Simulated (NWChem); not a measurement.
Molecule: methanol (CH4O); SMILES CO

```xyz
6

C     -0.0103    -0.6588     0.0000
O     -0.0877     0.7481     0.0000
H      0.4965    -1.0494    -0.8912
H     -1.0337    -1.0351     0.0000
H      0.4965    -1.0494     0.8912
H      0.8040     1.1014     0.0000
```
Atoms are numbered in this order, from 1.

All runs: NWChem. Structure relaxed at the PBE0-D3(BJ)/def2-TZVP level. Vertical excitations in the gas phase; the lowest state need not have the same character in each row.

```
level                     lowest excitation, singlet (eV)  oscillator strength of that lowest state  lowest state with f > 0.02, singlet (eV)  oscillator strength of that bright state  orbital gap (eV)
------------------------  -------------------------------  ----------------------------------------  ----------------------------------------  ----------------------------------------  ----------------
PBE/def2-SVPD, TDA                                   6.23                                     0.001                                      7.15                                     0.029              6.15
B3LYP/def2-SVPD, TDA                                 6.73                                     0.001                                      7.82                                     0.034              8.02
PBE0/def2-SVPD, TDA                                  6.99                                     0.001                                      8.13                                     0.037              8.61
CAM-B3LYP/def2-SVPD, TDA                       (withheld)                                     0.002                                (withheld)                                     0.038        (withheld)
```

Problem. Some entries are withheld; supply them.

Solution. 
- CAM-B3LYP/def2-SVPD, TDA, lowest excitation, singlet (eV): 6.93
- CAM-B3LYP/def2-SVPD, TDA, lowest state with f > 0.02, singlet (eV): 8.30
- CAM-B3LYP/def2-SVPD, TDA, orbital gap (eV): 10.74
